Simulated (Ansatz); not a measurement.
α-quartz (SiO2), treated with BLYP (plane waves, PAW; Ansatz, an electronic-structure program).

Settings: plane-wave cutoff 520 eV, 12×12×6 k mesh (along the axes of the cell as run), Fermi–Dirac smearing 0.01 eV, scalar-relativistic PAW data made under PBE.

Computed at the level's own relaxed cell.

```
O2Si
1.0
    2.54370    -4.40581     0.00000
    2.54370     4.40581     0.00000
    0.00000     0.00000     5.57348
Si O
3 6
Direct
  0.00000   0.48518   0.33333
  0.51482   0.51482   0.00000
  0.48518   0.00000   0.66667
  0.23924   0.41723   0.19137
  0.58277   0.82201   0.85803
  0.76076   0.17799   0.47530
  0.82201   0.58277   0.14197
  0.41723   0.23924   0.80863
  0.17799   0.76076   0.52470
```

Q: List the 31 lowest band energies at Γ above −25 eV (eV, relative to the valence band maximum), grouping those that round alike.

A: At Γ: -19.11, -17.72 (×2), -17.15, -17.09 (×2), -8.32 (×2), -5.48, -5.30, -5.20 (×2), -2.71 (×2), -2.67, -2.39, -1.58, -1.57 (×2), -0.91 (×2), -0.38 (×2), -0.31, 5.60, 9.02 (×2), 9.18 (×2), 9.97, 11.08.

Note: the cell is over a tenth larger than the published one: the level's own overestimate first of all, though another phase or state, or a fault of the published cell, is possible.
